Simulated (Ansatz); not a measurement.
```yaml
crystal:
  periodic: [false, false, false]
  atoms:
    - {symbol: F, position_ang: [0.105646, -1.959090, 1.419289]}
    - {symbol: C, position_ang: [0.244573, -1.186190, 0.393939]}
    - {symbol: C, position_ang: [-0.242752, 0.244715, 0.413963]}
    - {symbol: Cl, position_ang: [-2.164383, 0.092517, 0.594939]}
    - {symbol: C, position_ang: [0.250521, 1.291947, -0.790634]}
    - {symbol: F, position_ang: [-0.325731, 2.337369, -0.506566]}
    - {symbol: H, position_ang: [1.301626, -1.184212, 0.274165]}
    - {symbol: H, position_ang: [-0.136749, -1.717800, -0.617668]}
    - {symbol: H, position_ang: [0.084430, 0.586764, 1.344586]}
    - {symbol: H, position_ang: [1.330422, 0.963458, -0.841771]}
    - {symbol: H, position_ang: [-0.349197, 0.516048, -1.628890]}
basis:
  gaussian: {orbitals: x2c-TZVPPall, fitting: {mean_field: def2-universal-jkfit}}
hamiltonian: {xc: {name: r2SCAN50}}
output: {forces: true}
```

```sh
$ ansatz run in.yaml --threads 4 --pin off --events-out ev --progress --plain --max-ram 10444MiB
```

Shortened log:

```
Functional definition: r2SCAN50
597 factors; integrals over basis functions are off by at most 1.7e0 eV
mean field evaluation 1: about -21185.1322 eV, gradient 3.2e1 eV
mean field evaluation 2: about -21186.0998 eV, gradient 2.4e1 eV
mean field evaluation 4: about -21187.1638 eV, gradient 1.5e0 eV
mean field evaluation 8: about -21187.1680 eV, gradient 2.6e-2 eV
mean field evaluation 16: about -21187.1680 eV, gradient 2.1e-5 eV
mean field -21187.16795708 eV, -778.6140612444 hartree, gradient 2.1e-5 eV, S^2 0.000000; 0 other end points of the search recorded, 0 dependent functions left out
reference -21187.16796292 eV, -778.6140614590 hartree; 29, 29 occupied and 238, 238 virtual orbitals, 597 factors
Total energy: -21187.16796292 eV, -778.6140614590 hartree
Relativity: scalar
Atom 0 at     0.105646    -1.959090     1.419289 Å, force    -1.675833    -0.919125     2.456823 eV/Å
Atom 1 at     0.244573    -1.186190     0.393939 Å, force     0.394397     0.112069    -6.062011 eV/Å
Atom 2 at    -0.242752     0.244715     0.413963 Å, force    -1.143044    -0.989285    -0.253888 eV/Å
Atom 3 at    -2.164383     0.092517     0.594939 Å, force     2.398638     0.624089    -0.461304 eV/Å
Atom 4 at     0.250521     1.291947    -0.790634 Å, force    -1.688593   -13.083174    -0.407734 eV/Å
Atom 5 at    -0.325731     2.337369    -0.506566 Å, force    -0.857713     5.582383     0.124339 eV/Å
Atom 6 at     1.301626    -1.184212     0.274165 Å, force     1.079784     0.696355    -0.618323 eV/Å
Atom 7 at    -0.136749    -1.717800    -0.617668 Å, force     0.508511     1.077921     2.570310 eV/Å
Atom 8 at     0.084430     0.586764     1.344586 Å, force    -0.035653     1.151287     1.421061 eV/Å
Atom 9 at     1.330422     0.963458    -0.841771 Å, force    -0.885925     2.354583    -0.090477 eV/Å
Atom 10 at    -0.349197     0.516048    -1.628890 Å, force     1.905431     3.392898     1.321204 eV/Å
Dipole moment:     0.667308     0.101059    -0.308832 e Å
```

It took 1.9 s on 4 threads of an AMD EPYC 9R45 on a shared host, with 0.5 GiB of host memory at the peak.
